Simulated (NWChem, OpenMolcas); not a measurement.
The same job for OpenMolcas

NWChem 7.3.0 runs this on C3H4F2 (SMILES F/C=C\CF):

c3h4f2.nw:
```
start c3h4f2
title "C3H4F2"
memory 2200 mb

geometry units angstrom noautosym nocenter noautoz
  F    -1.771300    0.696200   -0.764200
  C    -0.756800   -0.083800   -1.148800
  C     0.269900   -0.355400   -0.364300
  C     0.439500    0.155200    1.019400
  F     1.656600    0.811400    1.133700
  H    -0.888900   -0.458700   -2.156900
  H     1.042400   -1.001300   -0.765600
  H     0.449800   -0.666700    1.742700
  H    -0.352600    0.856800    1.286900
end

basis spherical bse
  F library STO-3G
  C library STO-3G
  H library STO-3G
end

scf
  thresh 1e-08
  maxiter 80
end

task scf gradient
```

```bash
$ nwchem c3h4f2.nw > c3h4f2.out
```

Geometry: relaxed at PBE0-D4/def2-TZVP. This is one conformer, not always the lowest.

The shape isn't stationary at this level (largest force 2.5 eV/Å).

It gives a total energy of -310.561366 Eh.

Task: Write the same calculation for OpenMolcas 26.06 as an input file of the program's own.

Result: This input was run:

job.input:
```
&gateway
 baslib=$CurrDir
 coord
 9
 angstrom
 F       -1.771300       0.696200      -0.764200
 C       -0.756800      -0.083800      -1.148800
 C        0.269900      -0.355400      -0.364300
 C        0.439500       0.155200       1.019400
 F        1.656600       0.811400       1.133700
 H       -0.888900      -0.458700      -2.156900
 H        1.042400      -1.001300      -0.765600
 H        0.449800      -0.666700       1.742700
 H       -0.352600       0.856800       1.286900
 basis=STO-3G
 group=NoSym

&seward

&scf
 thresholds=1e-10 1e-07 1e-07 1e-05
 prorbitals=1 1

&alaska
```

```bash
$ export MOLCAS_MEM=1860
$ pymolcas job.input > job.log
```

(Basis files named in the input come from the Basis Set Exchange and aren't shown.)

Its energy is -310.561366 Eh, the same as the first but for the last digit, at most.
